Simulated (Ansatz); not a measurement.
Reaction (isomerisation): `C=C=COC` → `C1=CCOC1`

Gas-phase electronic energies from Ansatz, PBE0-D4/def2-TZVP geometries. CBS: MP2 limit from def2 TZ/QZ plus the TZ coupled-cluster correction, frozen cores. DFT in def2-TZVPP. B3LYP here is the variant with VWN-RPA as its local correlation; programs differ in this. One conformer a species, not always the lowest.

(1) Is it downhill or uphill in electronic energy at CCSD(T)/CBS, and by how much? (Estimate.)

(2) What do these levels give: PBE-D4, B3LYP-D4, PBE, MP2/def2-TZVPP, HF/def2-QZVPP, CCSD/CBS(def2)? (Best estimate.)

Largest T1 diagnostic among the species: 0.013.

Answers

(1) Ansatz gave: Downhill: ΔE = -122.7 kJ/mol.

(2) Computed: PBE-D4 -108.3, B3LYP-D4 -102.8, PBE -106.4, MP2/def2-TZVPP -128.2, HF/def2-QZVPP -124.0, CCSD/CBS(def2) -126.3 kJ/mol.

From PBE to PBE0 (25 % exact exchange), in def2-TZVPP and without D4, ΔE moves by −19.2 kJ/mol. The D4 term adds −3.3 kJ/mol with B3LYP and −1.4 kJ/mol with PBE0; it sums over pairs of atoms, weighted by their polarisabilities, and B3LYP, whose exchange is more repulsive, gets the larger term.
